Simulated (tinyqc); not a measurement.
Worked calculation: RKS/LDA (VWN5) in the sto-3g basis, for H2O, spin multiplicity 1. One step of it, computed by the program tinyqc.

Problem. Iteration 2: diagonalisation and new density. A level shift of 0.5 hartree raises the virtual space: F + shift (S - S D(s) S), with D(s) the density of one spin (D/2). Diagonalise F' = X^T F X, C = X C', fill 5 alpha and 5 beta electrons from the bottom; D = 2 C_occ C_occ^T. Each column has its largest component positive (the first on a tie).

extrapolated F (hartree), lower triangle:
```
,1O 1s,1O 2s,1O 2px,1O 2py,1O 2pz,2H 1s,3H 1s
1O 1s,-17.244440
1O 2s,-4.543963,-1.422035
1O 2px,-0.000836,-0.003292,0.419387
1O 2py,0.004439,0.016310,0.002230,0.328814
1O 2pz,-0.015008,-0.177099,0.000384,-0.005139,0.337619
2H 1s,-0.696224,-0.464368,-0.000352,-0.136872,-0.190789,-0.306424
3H 1s,-0.674773,-0.457204,-0.000901,0.142849,-0.188589,-0.194115,-0.311387
```

X, lower triangle:
```
,1O 1s,1O 2s,1O 2px,1O 2py,1O 2pz,2H 1s,3H 1s
1O 1s,1.023450
1O 2s,-0.135099,1.138325
1O 2px,0.000000,0.000000,1.000000
1O 2py,-0.000150,0.001800,0.000000,1.055073
1O 2pz,-0.007596,0.071556,0.000000,0.000994,1.043988
2H 1s,0.017888,-0.205349,0.000000,-0.154221,-0.126410,1.120960
3H 1s,0.017508,-0.198680,0.000000,0.151287,-0.122925,-0.079792,1.115867
```

D after iteration 1, lower triangle:
```
,1O 1s,1O 2s,1O 2px,1O 2py,1O 2pz,2H 1s,3H 1s
1O 1s,2.109567
1O 2s,-0.460937,1.971981
1O 2px,0.004595,-0.030531,1.994729
1O 2py,-0.019017,0.154429,0.056558,1.660712
1O 2pz,0.024844,-0.079562,-0.003465,-0.090712,1.904996
2H 1s,-0.059130,0.170072,-0.029855,-0.019159,0.340729,0.078914
3H 1s,-0.006014,-0.026258,0.112305,-0.465738,-0.314174,-0.056530,0.199590
```

overlap S, lower triangle:
```
,1O 1s,1O 2s,1O 2px,1O 2py,1O 2pz,2H 1s,3H 1s
1O 1s,1.000000
1O 2s,0.236704,1.000000
1O 2px,0.000000,0.000000,1.000000
1O 2py,0.000000,0.000000,0.000000,1.000000
1O 2pz,0.000000,0.000000,0.000000,0.000000,1.000000
2H 1s,0.035826,0.369316,0.000000,0.233957,0.231915,1.000000
3H 1s,0.034703,0.361752,0.000000,-0.230418,0.228148,0.217535,1.000000
```

Give: F' = X^T F X; orbital energies; coefficients C; D after iteration 2.

Solution.

F' = X^T F X (hartree), lower triangle:
```
,1,2,3,4,5,6,7
1,-16.8769
2,-2.5324,-0.4160
3,-0.0008,0.0001,0.4207
4,0.0039,0.0005,-0.0072,0.5199
5,-0.0341,-0.0254,-0.0013,0.0135,0.4685
6,-0.0571,-0.3484,0.0041,-0.2654,-0.3110,0.3208
7,-0.0581,-0.3013,-0.0232,0.3774,-0.1795,-0.0683,0.2992
```

orbital energies (hartree): MO1 -17.2590, MO2 -0.4231, MO3 -0.0208, MO4 0.2825, MO5 0.4203, MO6 0.8146, MO7 0.9218

coefficients C:
```
,MO1,MO2,MO3,MO4,MO5,MO6,MO7
1O 1s,0.9921,-0.2013,0.0109,-0.1695,-0.0020,-0.1122,-0.0141
1O 2s,0.0336,0.6767,-0.0580,0.7434,0.0079,0.6161,0.0774
1O 2px,0.0000,0.0092,0.0242,-0.0351,0.9981,0.0261,-0.0348
1O 2py,-0.0002,-0.0511,-0.5153,0.0941,0.0537,-0.2122,0.9137
1O 2pz,0.0040,0.2171,-0.0995,-0.6142,-0.0348,0.8038,0.2114
2H 1s,-0.0066,0.3082,-0.4814,-0.3754,-0.0145,-0.5848,-0.7316
3H 1s,-0.0065,0.2518,0.6049,-0.2678,0.0123,-0.6890,0.5944
```

D after iteration 2, lower triangle:
```
,1O 1s,1O 2s,1O 2px,1O 2py,1O 2pz,2H 1s,3H 1s
1O 1s,2.1072
1O 2s,-0.4590,2.0304
1O 2px,0.0049,-0.0268,1.9962
1O 2py,-0.0232,0.1313,0.0746,0.5598
1O 2pz,0.1268,-0.6080,-0.0272,-0.0390,0.8709
2H 1s,-0.0205,-0.0858,-0.0204,0.3925,0.6917,0.9359
3H 1s,-0.0103,-0.1277,0.0773,-0.6982,0.3170,-0.2264,1.0024
```
